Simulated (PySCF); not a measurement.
acetone (C₃H₆O), SMILES CC(C)=O. Geometry optimised at PBE-D3(BJ)/def2-SVP.

Q: Give the equilibrium geometry at PBE-D3(BJ)/def2-SVP (PySCF confirms it by a frequency run) as bond lengths and angles, and its point group. (Estimate from the structure and the level; the computed values follow.)

A: point group C2v.
Atoms: C1 C2 C3 O4 H5 H6 H7 H8 H9 H10. Bonded distances (Å): C1–C2 1.521, C1–H5 1.110, C1–H6 1.110, C1–H7 1.105, C2–C3 1.521, C2–O4 1.220, C3–H8 1.105, C3–H9 1.110, C3–H10 1.110. Bond angles (°): C2–C1–H5 110.5, C2–C1–H6 110.5, C2–C1–H7 109.8, H5–C1–H6 106.5, H5–C1–H7 109.7, H6–C1–H7 109.7, C1–C2–C3 116.2, C1–C2–O4 121.9, C3–C2–O4 121.9, C2–C3–H8 109.8, C2–C3–H9 110.5, C2–C3–H10 110.5, H8–C3–H9 109.7, H8–C3–H10 109.7, H9–C3–H10 106.5.
